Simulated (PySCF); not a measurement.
SCF from a fresh guess for singlet S2O2, at the PBE0 minimum. PySCF input:

```python
from pyscf import gto, scf, dft
mol = gto.M(atom='''
S     -0.127540     0.000000     0.989570
S      0.127540     0.000000    -0.989570
O      1.171070     0.000000     1.677100
O     -1.171070     0.000000    -1.677100''',
    basis={'S': 'def2-TZVP', 'O': 'def2-TZVP'},
    charge=0, spin=0)
mf = dft.RKS(mol, xc='PBE')
mf.grids.atom_grid = (50, 194)
aux = {'S': 'def2-universal-JKFIT', 'O': 'def2-universal-JKFIT'}
mf = mf.density_fit(auxbasis=aux)
mf.conv_tol = 1e-08
mf.diis_space = 10
mf.max_cycle = 60
mf.init_guess = 'minao'
mf.verbose = 4
mf.kernel()
```

Excerpt of the output (cycles and frontier levels):

```
init E= -947.182429607177
  HOMO = -0.276593724523671  LUMO = -0.176779918701421  gap/eV = 2.71607
cycle= 1 E= -946.097339283149  delta_E= 1.09  |g|= 1.26  |ddm|= 2.36
  HOMO = -0.096472453909776  LUMO = -0.0920233929728416  gap/eV = 0.12107
cycle= 2 E= -942.385420614393  delta_E= 3.71  |g|= 4.13  |ddm|= 3.42
  HOMO = -0.220490372832921  LUMO = -0.146616290136947  gap/eV = 2.01022
cycle= 3 E= -946.395362555097  delta_E= -4.01  |g|= 0.166  |ddm|= 2.98
  HOMO = -0.251982061701393  LUMO = -0.17996631121683  gap/eV = 1.95965
cycle= 4 E= -946.397925807492  delta_E= -0.00256  |g|= 0.135  |ddm|= 0.307
  HOMO = -0.238319806569235  LUMO = -0.167092794329953  gap/eV = 1.93819
cycle= 5 E= -946.402436724142  delta_E= -0.00451  |g|= 0.0333  |ddm|= 0.121
  HOMO = -0.239289739891559  LUMO = -0.166790241796008  gap/eV = 1.97281
cycle= 6 E= -946.40268014813  delta_E= -0.000243  |g|= 0.00881  |ddm|= 0.0199
  HOMO = -0.239525441585397  LUMO = -0.166950291466627  gap/eV = 1.97487
cycle= 7 E= -946.402694842137  delta_E= -1.47e-05  |g|= 0.00222  |ddm|= 0.00445
  HOMO = -0.239546061531591  LUMO = -0.166916222366083  gap/eV = 1.97636
cycle= 8 E= -946.402695736593  delta_E= -8.94e-07  |g|= 0.000381  |ddm|= 0.00112
  HOMO = -0.239562640275097  LUMO = -0.166928272903071  gap/eV = 1.97648
cycle= 9 E= -946.402695764338  delta_E= -2.77e-08  |g|= 9.32e-05  |ddm|= 0.000237
  HOMO = -0.239560465104829  LUMO = -0.166924039334361  gap/eV = 1.97654
cycle= 10 E= -946.402695766165  delta_E= -1.83e-09  |g|= 2.55e-06  |ddm|= 6.06e-05
  HOMO = -0.239561217273655  LUMO = -0.166924626958007  gap/eV = 1.97654
Extra cycle  E= -946.40269576616  delta_E= 4.77e-12  |g|= 5.15e-06  |ddm|= 5.63e-06
converged SCF energy = -946.40269576616
```

No lower solution of this spin was found by a stability analysis within the restricted form, which does not test spin polarisation.

The search for the lowest solution, with the stability check, took 17 s on 4 threads of a shared Intel Xeon @ 2.50GHz (Skylake/Cascade Lake) host, with 136 basis functions; the process peaked at 0.38 GiB. Launch command: `OMP_NUM_THREADS=4 python axn.py task.json out`.
